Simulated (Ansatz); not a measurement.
Relaxed structures of CH₃MgS (charge -1), closed shell (PBE0-D4/def2-TZVPD; forces vanish, vibrations not checked; lower isomers may exist, and structures with a doubtful reference or unclear bonds are left out; Å). Computed with Ansatz 0.2.0 (basis: def2-TZVPPD); correlated methods freeze the cores. The outer core shell of Li, Na, Mg and K is correlated. The def2 sets are not built for correlating such inner shells, so the correlated values are less sure here.

**Question.** Rank them by CCSD(T) energy, lowest first, and give each one's height above the lowest. Links in brackets join atoms within 1.22 times the sum of their covalent radii (1.1 for two metals). (An estimate is asked for; the value comes from the calculation.)
A.
CH₃MgS ([CH3][Mg][S]), total charge -1
```
6
angstrom
C -0.5910 0.4945 -0.4084
Mg 0.8542 -0.7165 0.5903
S 2.3460 -1.9634 1.6211
H -1.4690 -0.0851 -0.7222
H -0.1809 0.9635 -1.3122
H -0.9594 1.3070 0.2314
```
B.
CH₃MgS ([CH2][Mg][SH]), total charge -1
```
6
angstrom
C -0.5446 0.6006 -0.6058
Mg 0.6274 -0.3666 0.6912
S 1.7547 -2.1840 1.7746
H 2.3489 -1.3808 2.6724
H -0.0766 1.2793 -1.3339
H -1.4642 1.0746 -0.2323
```
C.
CH₃MgS ([CH3][S][Mg]), total charge -1
```
6
angstrom
C -0.3901 0.3017 -0.3632
Mg 1.7058 -0.9238 1.7789
S 0.3140 -1.3725 -0.2527
H -1.4797 0.2688 -0.2822
H -0.1311 0.7677 -1.3175
H -0.0188 0.9582 0.4367
```

**Answer.** Computed: A (0.0 kJ/mol), C (63.1 kJ/mol), B (188.1 kJ/mol). Heights count from the lowest.

The T1 diagnostic stays at or below 0.015. The restricted Hartree–Fock reference is unstable towards an unrestricted one at one or more of these structures.

For scale, one of the runs: CCSD(T)/def2-TZVPPD, 174 basis functions, launched by `ansatz run in.yaml --threads 2 --pin off --events-out ev --progress --plain --max-ram 4352MiB`. Hardware: 2 CPU threads of an Arm Neoverse V2, shared host. Wall time 41 s; peak host memory 1.6 GiB.
